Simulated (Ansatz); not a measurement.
in.yaml

```yaml
crystal:
  periodic: [false, false, false]
  atoms:
    - {symbol: H, position_ang: [-2.715233, 0.054876, 0.000000]}
    - {symbol: H, position_ang: [-1.787233, 0.054876, 0.000000]}
    - {symbol: Si, position_ang: [0.109767, 0.054876, 0.000000]}
    - {symbol: H, position_ang: [0.721947, -0.819409, 1.090012]}
    - {symbol: H, position_ang: [0.721947, -0.819409, -1.090012]}
basis:
  gaussian: {orbitals: 6-31G}
magnetization: {spin_polarized: false}
correlation: {method: ccsdtq, electrons: outside_noble_gas}
```

```sh
$ ansatz run in.yaml --threads 1 --pin off --events-out ev --progress --plain --max-ram 2393MiB
```

Log:

```
451 factors; integrals over basis functions are off by at most 9.8e-8 eV
mean field evaluation 1: about -7919.7031 eV, gradient 7.2e0 eV
mean field evaluation 2: about -7919.7035 eV, gradient 7.2e0 eV
mean field evaluation 4: about -7920.0441 eV, gradient 3.5e-1 eV
mean field evaluation 8: about -7920.0452 eV, gradient 1.4e-6 eV
mean field evaluation 16: about -7920.0452 eV, gradient 1.2e-6 eV
mean field -7920.04520647 eV, -291.0562929383 hartree, gradient 1.2e-6 eV, S^2 0.000000; 0 other end points of the search recorded, 0 dependent functions left out; unrestricted orbitals would lower it
5 core orbitals not correlated: weight in the atoms' cores, before any rotation towards them, 1.000 or more for the frozen orbitals, at most 0.000 for the correlated occupied ones
reference -7920.04520647 eV, -291.0562929383 hartree; 4, 4 occupied and 12, 12 virtual orbitals, 451 factors
second order -1.83798471 eV of doubles, -0.00000000 eV of singles
cycle   1  -2.33585526 eV  change   -5.0e-1 eV  update   7.1e-2
cycle   2  -2.66476554 eV  change   -3.3e-1 eV  update   3.6e-2
cycle   3  -2.68771899 eV  change   -2.3e-2 eV  update   1.4e-2
cycle   4  -2.69825175 eV  change   -1.1e-2 eV  update   7.8e-3
cycle   5  -2.70100290 eV  change   -2.8e-3 eV  update   3.4e-3
cycle   6  -2.70009150 eV  change    9.1e-4 eV  update   1.2e-3
cycle   7  -2.70057739 eV  change   -4.9e-4 eV  update   5.4e-4
cycle   8  -2.70092787 eV  change   -3.5e-4 eV  update   2.6e-4
cycle   9  -2.70071782 eV  change    2.1e-4 eV  update   1.3e-4
cycle  10  -2.70072208 eV  change   -4.3e-6 eV  update   6.1e-5
cycle  11  -2.70070562 eV  change    1.6e-5 eV  update   2.9e-5
cycle  12  -2.70071857 eV  change   -1.3e-5 eV  update   1.1e-5
cycle  13  -2.70071803 eV  change    5.3e-7 eV  update   5.9e-6
cycle  14  -2.70071390 eV  change    4.1e-6 eV  update   3.1e-6
cycle  15  -2.70071417 eV  change   -2.8e-7 eV  update   1.3e-6
cycle  16  -2.70071514 eV  change   -9.7e-7 eV  update   6.3e-7
cycle  17  -2.70071558 eV  change   -4.4e-7 eV  update   3.7e-7
Total energy: -7922.74592205 eV, -291.1555424054 hartree
```

For the same geometry and basis full CI lies 0.1 meV lower.

Ran on 1 thread of Intel Xeon 6975P-C, shared host: 2.6 s wall, 0.14 GiB peak host memory.
